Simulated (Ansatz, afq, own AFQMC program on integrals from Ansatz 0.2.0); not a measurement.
# Breaking C1–H3 in C2H4, singlet

```xyz
6

C    -0.0879   -0.6436   -0.1436
C     0.0879    0.6436    0.1436
H     0.0325   -1.4236    0.6145
H    -0.3604   -0.9761   -1.1500
H    -0.0325    1.4236   -0.6145
H     0.3604    0.9761    1.1500
```

Products: C2H3 (doublet; CH–CH2) and H (doublet), each relaxed with PBE0/def2-SVP like the molecule; electronic energies without zero-point terms. Determinants: RHF, ROHF and UHF in that order.

Basis def2-TZVP. Noble-gas cores (and the filled d shells of Ga–Kr and In–Xe) are frozen. Integrals, coupled cluster, full CI and functionals: Ansatz 0.2.0; the random walks run on the same integrals in our own AFQMC program. ph-AFQMC/CISD is guided by a CISD state made of CCSD amplitudes; releasing the constraint for a short imaginary time cuts its bias at the price of noise, slowly where states lie close. ± is one standard error of the sampling. The errors of all members are added in quadrature.

No full CI on the walks' own integrals is used here; CCSDT(Q) serves as the reference and is uncertain by about the last step of the cluster series. Each member takes its own surest rung, up to full CI.

Errors are counted within def2-TZVP, not against nature.

Cautions: C₂H₄ (singlet): the released energies move by 1.5 errors or more from one time to the next, so no released level is given (meV from the phaseless value at times in 1/Eh: -13 ± 5 at 0.24, -21 ± 5 at 0.51, -12 ± 6 at 0.99, -11 ± 5 at 1.62, -28 ± 7 at 2.40), though the last usable value meets CCSDT(Q) within the noise, its ph-AFQMC/CISD value lies 16 ± 5 meV above CCSDT(Q); C₂H₃ (doublet): higher spins were not checked, a spin-contaminated unrestricted determinant lies lower (UHF 224 meV lower, ⟨S²⟩ 0.95), the ph-AFQMC/CISD walk drifts between its halves (2.2 errors).

Reference (CCSDT(Q)): 480.5 kJ/mol.

| level | bond energy (kJ/mol) | error against CCSDT(Q) (kJ/mol) |
| --- | --- | --- |
| HF | 398.6 | -81.9 |
| MP2 | 480.9 | 0.4 |
| CCSD | 479.1 | -1.4 |
| CCSD(T) | 481.1 | 0.6 |
| CCSDT | 480.4 | -0.1 |
| ph-AFQMC/CISD | 479.8 ± 0.7 | -0.7 ± 0.7 |

Correlation beyond CCSD(T) takes off 0.6 kJ/mol. The perturbative (T) step is worth +2.1 kJ/mol.

A walk keeps the symmetry of its determinant, which the program's search chose and which needn't be the lowest solution, so a lower state of the same spin and another symmetry isn't excluded.
